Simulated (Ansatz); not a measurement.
Reaction (SMILES): [CH]=C=O → C(=O)=[CH-] (an electron is taken up)
B3LYP-D3(BJ)/def2-TZVP geometries, fixed; electronic energies without zero-point terms; positive where energy is released.
Largest species:
```
C
O 1 1.1710
C 1 1.2878 2 170.77
H 3 1.0711 1 137.10 2 -180.00
```
Charge 0, spin multiplicity 2.

How fast the adiabatic electron affinity converges with the basis for several methods (Ansatz, a program for electronic structure): deviation from each method's own reference, in eV. References: B2PLYP 2.285 eV, the value in aug-pcseg-3; B3LYP 2.275 eV, the value in aug-pcseg-3; HF 0.976 eV, the value in aug-pcseg-3; MP2 2.668 eV, Hartree-Fock in aug-cc-pVQZ plus the correlation part extrapolated as X^-3 from aug-cc-pVTZ and aug-cc-pVQZ; PBE 2.240 eV, the value in aug-pcseg-3. Cartesian d functions, on some or all atoms, in 6-31+G*; all else is spherical. In correlated methods cores are frozen. Open shells are unrestricted. No added dispersion term, no relativity. 

```csv
basis,functions,B2PLYP,B3LYP,HF,MP2,PBE
def2-SV(P),44,-0.655,-0.564,…,-0.954,-0.577
pcseg-1,47,-0.346,-0.249,…,-0.656,-0.265
cc-pVDZ,47,-0.744,-0.665,…,-1.023,-0.674
6-31+G*,59,-0.107,-0.002,…,-0.415,-0.005
6-311G**,60,-0.526,-0.415,…,-0.833,-0.437
aug-cc-pVDZ,78,-0.052,-0.007,…,-0.242,-0.009
aug-pcseg-1,78,-0.023,0.039,…,-0.255,0.040
def2-TZVP,99,-0.171,-0.137,…,-0.319,-0.159
cc-pVTZ,104,-0.290,-0.256,…,-0.436,-0.278
def2-TZVPP,107,-0.168,-0.136,…,-0.309,-0.158
jun-cc-pV(T+d)Z,131,-0.017,0.003,…,-0.139,0.002
def2-TZVPPD,131,-0.071,-0.056,…,-0.187,-0.067
```

Task: Some entries are withheld; supply them.

Result: 
- def2-SV(P), HF: -0.294
- pcseg-1, HF: -0.031
- cc-pVDZ, HF: -0.443
- 6-31+G*, HF: 0.049
- 6-311G**, HF: -0.289
- aug-cc-pVDZ, HF: 0.022
- aug-pcseg-1, HF: 0.073
- def2-TZVP, HF: -0.089
- cc-pVTZ, HF: -0.187
- def2-TZVPP, HF: -0.089
- jun-cc-pV(T+d)Z, HF: 0.006
- def2-TZVPPD, HF: -0.032

Mean absolute deviation over 6-311G**, def2-TZVP, cc-pVTZ, def2-TZVPP, jun-cc-pV(T+d)Z, def2-TZVPPD: HF 0.115, B3LYP 0.167, PBE 0.183, B2PLYP 0.207, MP2 0.371 eV.
